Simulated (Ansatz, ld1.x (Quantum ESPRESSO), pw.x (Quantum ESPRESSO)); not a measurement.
**Equation-of-state test of one TM potential (scandium (Sc))**

scandium (Sc), norm-conserving Troullier–Martins (Kleinman–Bylander form), made with ld1.x (Quantum ESPRESSO) 7.5 (PBEsol, scalar-relativistic). Core [Ar], reference 3d1 4s2 4p0. Waves: 4s (bound): rc 2.55 bohr; 4p (bound, empty): rc 2.95 bohr; 3d (bound): rc 2.40 bohr. Local part: all-electron potential smoothed inside 2.90 bohr (lloc = -1). Core correction: none.

Atomic tests: cutoffs needed: 35 Ry and 40 Ry (the cutoffs (Ry, on a coarse ladder) from which the occupation-weighted sum of valence levels, in a spherical-Bessel basis at the reference potential, stays within 10 and 1 mRy of its value at 400 Ry); ghost test: no extra level below or beside the all-electron valence levels (s, p, d, f tested) (spherical-Bessel basis up to 400 Ry, 20 bohr box); largest excitation error: +516 meV (all-electron minus pseudo) for 3d0 4s2 4p1, out of 7 test configurations.

Crystal test: sc Sc in pw.x 7.5, no spin, 11³ k-points, Fermi–Dirac smearing 0.01 Ry, cutoffs 50/200 Ry. The reference is all-electron LAPW (Ansatz 0.2.0) with the same functional, mesh and smearing; V0 and B0 come from Birch–Murnaghan fits to the pressures at five volumes. Errors are pseudo minus all-electron; Δ is the rms difference of the E(V) curves that follow from these fits, minima aligned, over ±6 % about the mean V0. Mesh and smearing are coarse, so the numbers serve the comparison and aren't converged zero-temperature values; the lattice is a test structure that the element need not adopt.

All-electron: a0 = 2.921 Å (V0 = 24.92 Å³/atom), B0 = 37.1 GPa.

Problem. How far does the potential miss the all-electron equation of state?

Solution. mean pressure error (GPa): +0.51; a0 (Å): 2.935; a0 error (%): +0.50; B0 error (%): -8.5; Δ (meV/atom): 2.9. The largest radius (2.95 bohr) exceeds half the bond length (2.76 bohr), so the spheres overlap, which is one possible source of error among others.

```json
{"V (Å³/atom)": "23.652", "P all-electron (GPa)": "2.09", "P pseudo (GPa)": "2.49"}
{"V (Å³/atom)": "24.275", "P all-electron (GPa)": "1.01", "P pseudo (GPa)": "1.48"}
{"V (Å³/atom)": "24.897", "P all-electron (GPa)": "0.03", "P pseudo (GPa)": "0.55"}
{"V (Å³/atom)": "25.519", "P all-electron (GPa)": "-0.85", "P pseudo (GPa)": "-0.30"}
{"V (Å³/atom)": "26.142", "P all-electron (GPa)": "-1.66", "P pseudo (GPa)": "-1.07"}
```

Problem. At the middle volume, how do free energy and pressure move when the wave cutoff is lowered (ecutrho kept at four times it)?

Solution.

| cutoff (Ry) | shift of F (meV/atom) | shift of P (GPa) |
| --- | --- | --- |
| 22 | +1825.4 | -22.52 |
| 30 | +292.0 | -9.37 |
| 40 | +10.5 | -0.70 |

The run at the middle volume (56 k-points, 7 iterations) took about 3.3 s on one core of a shared host (Intel(R) Xeon(R) Platinum 8488C, 192 threads, 1488 GiB, load 68).
